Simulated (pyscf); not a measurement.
Structures and frequencies: ωB97X-D3(BJ)/def2-SVP in PySCF.

Question: For HO–SiH=PH + H₂ → H₂Si=PH + H₂O, a four-centre exchange (singlet surface; O–Si, H–H broken, H–Si, H–O formed), PBE/def2-TZVP gives ΔE‡ = 32.0 kcal/mol and ΔE = +17.7 kcal/mol (zero: the separated reactants). In which direction and how far do B3LYP-D3(BJ)/def2-TZVP, M06-2X/def2-TZVP, ωB97M-D3(BJ)/def2-TZVP move these?

Answer: B3LYP-D3(BJ): ΔE‡ = 38.5 kcal/mol, ΔE = +18.8 kcal/mol; M06-2X: ΔE‡ = 39.8 kcal/mol, ΔE = +21.0 kcal/mol; ωB97M-D3(BJ): ΔE‡ = 38.2 kcal/mol, ΔE = +18.9 kcal/mol. PBE's barrier lies under all of them, by 6.2 to 7.7 kcal/mol. Its reaction energy lies under all of them, by 1.1 to 3.3 kcal/mol. Low barriers are usual for a GGA, whose delocalisation error favours stretched bonds. On the product side the descent ends in an adduct with a O–Si contact (not fully relaxed), 10.7 kcal/mol under the separated species and 30.7 kcal/mol under the saddle at ωB97X-D3(BJ)/def2-TZVP. What is counted as broken (O–Si) persists as a longer contact in the product adduct; parting that adduct is a step of its own. This is the saddle that the search found; another between the same sides may lie lower.
